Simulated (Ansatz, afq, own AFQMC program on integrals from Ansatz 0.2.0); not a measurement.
**AlH₄O, doublet in cc-pVTZ, levels against AFQMC with the constraint released**

```xyz
6

Al   -1.0630    0.0202    0.0000
H    -1.8559    1.3935    0.0000
H    -1.8559   -1.3532    0.0000
H     0.7150    0.0202    0.0000
O     1.8490    0.0202    0.0000
H     2.1009   -0.9198    0.0000
```

Connectivity, by distances: AlH2 ··· OH, 1 bridging H.

Basis cc-pVTZ. Only valence electrons are correlated. Ansatz 0.2.0 and our own AFQMC program on the same integrals; the CISD trial comes from CCSD amplitudes, and released means the phaseless constraint is let go. ± is one standard error of the sampling.

Determinant: UHF, the one that the program's search chose, which needn't be the lowest solution. The geometry is a point of a scan.

No full CI on the walks' own integrals is used here. The released AFQMC energy serves as the reference, which it does only where one determinant dominates, the energy is flat over the last release times and near the phaseless one (40 meV or 2 meV an electron, half that with transition metals). On small molecules, where full CI could be run and the noise was under 10 meV, such values lay within 10 meV of it in 19 cases of 20, a flattering rate, since the rule was set on those same cases; what remains of the bias isn't in the error bar.

Cautions: the released value is read at 2.40 1/Eh with a noise of 11 meV, more than in the cases checked (meV from the phaseless value at times in 1/Eh: -3 ± 6 at 0.24, -12 ± 7 at 0.51, -8 ± 9 at 0.99, -21 ± 14 at 1.62, -10 ± 11 at 2.40).

```
T1 diagnostic                               : 0.0170
weight of the determinant in the CISD state : 0.874
⟨S²⟩ of the determinant                     : 0.772
size of the correlated space                : 13 electrons in 114 orbitals
```

| level | correlation energy (eV) |
| --- | --- |
| MP2 | -9.3712 |
| CCSD | -10.0556 |
| CCSD(T) | -10.3697 |

(1) Estimate where phaseless AFQMC with a CISD trial lies against CCSD(T) on the same integrals.

(1) 2.6 ± 1.0 kJ/mol below CCSD(T).

Reference: AFQMC with the constraint released, correlation energy -10.407 ± 0.011 eV.

```tsv
level	E − E(reference) (kJ/mol)	share of correlation (%)
CCSD(T)	3.6 ± 1.1	99.64
ph-AFQMC/CISD	1.0 ± 1.5	99.90
```

A walk keeps the symmetry of its determinant, which the program's search chose and which needn't be the lowest solution, so a lower state of the same spin and another symmetry isn't excluded. Released energies are given only where the last usable release times agree within the noise; a slower fall can still hide under it.
